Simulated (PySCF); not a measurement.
Compound: C4H6F (doublet state).
Z-matrix (Å and degrees, GFN2-xTB geometry), rows numbered from 1:
```
C 
C   1  1.4688
C   2  1.4700  1  132.77
C   2  1.4562  1  133.45  3   -90.52
F   4  1.3788  2  119.76  3  -107.19
H   1  1.0890  2  110.51  3   162.20
H   1  1.0894  2  110.50  3   -76.64
H   1  1.0975  2  110.86  3    42.84
H   3  1.0855  2  118.80  4   108.13
H   3  1.0821  2  120.61  4  -104.19
H   4  1.0842  2  123.12  3   107.92
```

As a line formula: `C[C]1C[C@@H]1F` [radical].

Computed with UKS B3LYP, pcH-1 on C F H, non-relativistic, mean-field spin-orbit, GIAO (PySCF). Geometry: GFN2-xTB; no solvent, vibrations or thermal averaging. A GFN2-xTB geometry isn't a minimum of the functional, and hyperfine couplings can be far from their values at a DFT geometry. Stability of the SCF solution: not tested.

Question: The isotropic 13C couplings are +243.5, -21.5, -14.0, -2.0 MHz. Assign them to C1; C2; C3; C4.

Answer: 
| site | a_iso (MHz) | ρ(0) (bohr⁻³) | position | distance from C2 (Å) | spin population | largest \|T\| (MHz) |
| --- | --- | --- | --- | --- | --- | --- |
| C1 | -14.0 | -0.0124 | 1 bond from C2 | 1.47 | -0.06 | 4.3 |
| C2 | +243.5 | +0.2166 | largest spin population | 0.00 | +0.89 | 144.4 |
| C3 | -21.5 | -0.0191 | 1 bond from C2 | 1.47 | -0.02 | 7.9 |
| C4 | -2.0 | -0.0018 | 1 bond from C2 | 1.46 | -0.01 | 5.5 |

Question: The isotropic 1H couplings, averaged over equivalent nuclei, are +100.6, +71.6, +63.7, +53.4 MHz. Assign them to H6/H7/H8; H9; H10; H11.

Answer: 
```csv
site,a_iso (MHz),ρ(0) (bohr⁻³),position,distance from C2 (Å),bound to,spin population there,largest |T| (MHz)
H6/H7/H8,+63.7,+0.0142,"β, 2 bonds from C2",2.12,C1,-0.06,8.9
H9,+71.6,+0.0160,"β, 2 bonds from C2",2.21,C3,-0.02,7.5
H10,+100.6,+0.0225,"β, 2 bonds from C2",2.23,C3,-0.02,10.7
H11,+53.4,+0.0120,"β, 2 bonds from C2",2.24,C4,-0.01,9.2
```

ρ(0) is the spin density at the nucleus and T the dipolar tensor; entries for several nuclei are means. Largest spin populations (Mulliken): C2 (+0.89) and H8 (+0.06). No atom but C2 exceeds +0.15. The angles at C2 add up to 328.7°, so it is pyramidal.

Means are taken over nuclei equivalent by connectivity, which assumes that they swap fast. The three 1H nuclei of mean +63.7 MHz run from 22.6 to 136.7 MHz in the frozen geometry.
